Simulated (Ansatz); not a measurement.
**SiHCl₂−: one structure at several levels**

One table from this session's results is given with a row withheld; the runs are named, their logs left out.

Method: single points in def2-TZVPPD; program: Ansatz 0.2.0, Gaussian basis.

Correlated methods freeze the cores.

## Starting geometry

SMILES `Cl[SiH-]Cl`, 4 atoms, charge -1, spin multiplicity 1.

Atoms are counted from 1 here; the program's logs count them from 0.

Bond lengths: Cl1–Si2 2.130 Å, Si2–Cl3 2.274 Å, Si2–H4 1.397 Å. Angles: Cl1–Si2–Cl3 99.4°, Cl1–Si2–H4 88.0°, Cl3–Si2–H4 93.0°.

Geometry (Å):

| atom | x (Å) | y (Å) | z (Å) |
| --- | --- | --- | --- |
| Cl1 | -1.49160 | 0.33630 | 0.81530 |
| Si2 | 0.28680 | -0.71220 | 0.29250 |
| Cl3 | 0.32130 | -0.29380 | -1.94270 |
| H4 | 1.00310 | 0.44890 | 0.59430 |

The first run:

File run/in.yaml:

```yaml
crystal:
  periodic: [false, false, false]
  atoms:
    - {symbol: Cl, position_ang: [-1.491600, 0.336300, 0.815300]}
    - {symbol: Si, position_ang: [0.286800, -0.712200, 0.292500]}
    - {symbol: Cl, position_ang: [0.321300, -0.293800, -1.942700]}
    - {symbol: H, position_ang: [1.003100, 0.448900, 0.594300]}
basis:
  gaussian: {orbitals: "def2-TZVPPD.json"}
total_charge: -1
correlation: {method: ccsd_t}
output: {forces: true}
```

The basis file named in the input lies beside it (Basis Set Exchange, JSON).

The command line of these runs was not kept.

Steps of the session up to this table: CCSD(T)/def2-TZVPPD; PBE0-D4/def2-TZVPPD; wB97M-V/def2-TZVPPD; r2SCAN-D4/def2-TZVPPD; PBE-D4/def2-TZVPPD; HSE06-D4/def2-TZVPPD; B97M-V/def2-TZVPPD.

One of the session's tables, all rows but one given; the rest of the session is left out.

| method | RMS force component (eV/Å) | angle to CCSD(T) forces (°) |
| --- | --- | --- |
| CCSD(T) | 1.057 | reference |
| PBE0-D4 | 1.088 | 4.1 |
| wB97M-V | 1.047 | 1.2 |
| r2SCAN-D4 | 1.083 | 2.5 |
| PBE-D4 | ? | ? |
| HSE06-D4 | 1.090 | 4.0 |
| B97M-V | 1.069 | 3.5 |

**Question.** Estimate the row for PBE-D4.

As computed: RMS force component (eV/Å): 1.171; angle to CCSD(T) forces (°): 3.9. In the column «RMS force component (eV/Å)» it is the highest.
